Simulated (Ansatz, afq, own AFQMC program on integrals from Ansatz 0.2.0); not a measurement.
SiH$_{4}$O, singlet, reference energies and how methods fare

```json
{"atom": "O", "x (Å)": "0.6476", "y (Å)": "-1.0455", "z (Å)": "0.4249"}
{"atom": "Si", "x (Å)": "-0.0343", "y (Å)": "0.3457", "z (Å)": "-0.1869"}
{"atom": "H", "x (Å)": "0.0659", "y (Å)": "-1.6373", "z (Å)": "0.9099"}
{"atom": "H", "x (Å)": "-1.1337", "y (Å)": "0.0500", "z (Å)": "-1.1598"}
{"atom": "H", "x (Å)": "1.0600", "y (Å)": "1.0754", "z (Å)": "-0.8814"}
{"atom": "H", "x (Å)": "-0.6054", "y (Å)": "1.2116", "z (Å)": "0.8932"}
```

Geometry: a PBE0/def2-SVP stationary point, not shown to be a minimum. Basis def2-TZVP. Only valence electrons are correlated. Ansatz 0.2.0 and our own AFQMC program on the same integrals; the CISD trial comes from CCSD amplitudes, and released means the phaseless constraint is let go. Error bars are statistical, one sigma.

Best estimates are CCSD(T) at the basis-set limit (def2-TZVPP/QZVPP) plus the step from CCSD(T) to the highest rung at hand in def2-TZVP, named in the table (released AFQMC can keep some 10 meV of bias). Fragments are relaxed and keep their bonds. No zero-point, core-correlation or spin–orbit terms. Other levels are in def2-TZVP; a dash marks a level that is missing or breaks spin symmetry for a member.

Cautions: SiH₄O (singlet): released walk and highest rung disagree (by 13 meV at 2.40 1/Eh).

```
                                        process  wB97M-V (kJ/mol)
   Si2–O1 → SiH3 (doublet; SiH3) + HO (doublet)               533
Si2–H4 → SiH3O (doublet; OH–SiH2) + H (doublet)               409
                                  to free atoms              1925
```

Q: From these values, estimate the best estimates.

A: 
```csv
process,best estimate (kJ/mol),highest rung
Si2–O1 → SiH3 (doublet; SiH3) + HO (doublet),535,CCSDT(Q)
Si2–H4 → SiH3O (doublet; OH–SiH2) + H (doublet),409,CCSDT(Q)
to free atoms,1940,CCSDT(Q)
```

Errors against the best estimates in kJ/mol, in the same order:

| level | error, 1 | error, 2 | error, 3 |
| --- | --- | --- | --- |
| MP2 | 14 | -23 | -80 |
| CCSD(T) | -18 | -12 | -88 |
| ph-AFQMC/CISD | -18 ± 0.5 | -13 ± 0.7 | -87 ± 0.4 |
| CCSD(T)/CBS | 1 | 0 | 0 |
| PBE | -20 | -30 | -41 |
| r2SCAN | -29 | -23 | -27 |
| PBE0 | -29 | -24 | -63 |
| B3LYP | -27 | -11 | -31 |
| wB97M-V | -2 | 0 | -15 |
| B2PLYP | -14 | -12 | -46 |

Cost at the first geometry (cards were shared with other jobs): PBE0/def2-TZVP, 1.7 s on 1 thread of AMD EPYC 7R13 Processor (Zen 3) (shared host); RCCSD(T)/def2-TZVP, 4.5 s on 1 × NVIDIA H100 80GB HBM3 with 1 thread of AMD EPYC 7R13 Processor (Zen 3), on a shared host; CCSD(T)/def2-QZVPP, 4.9 s on 1 × NVIDIA H100 80GB HBM3 with 1 thread of AMD EPYC 7R13 Processor (Zen 3), with other jobs on the host; CCSDT(Q), 6.5 s on 1 × NVIDIA H100 80GB HBM3 with 1 thread of AMD EPYC 7R13 Processor (Zen 3) (shared host); ph-AFQMC/CISD with release, 83 s on 1 × NVIDIA H100 80GB HBM3 with 2 threads of AMD EPYC 7R13 Processor (Zen 3) (shared host).

Best estimates are given only where the step beyond CCSD(T) is under 0.3 eV and no member's determinant is very poor (T1 over 0.05, or 0.07 for open shells, ⟨S²⟩ too high by 0.3, two states mixed), so the hardest cases are missing from such tables.

The functionals ran in a triple-zeta set and keep a basis error of their own, a few kJ/mol for each bond in atomization energies and more for double hybrids, so close places among them and the extrapolated levels can swap.

CCSDT and higher add their correlation energy to the determinant of the CCSD(T) run, since their own runs factorise the integrals more tightly (a shift of under 2 meV). Each member of a difference takes its own highest rung, so a best estimate needn't equal the limit plus the step of one row.
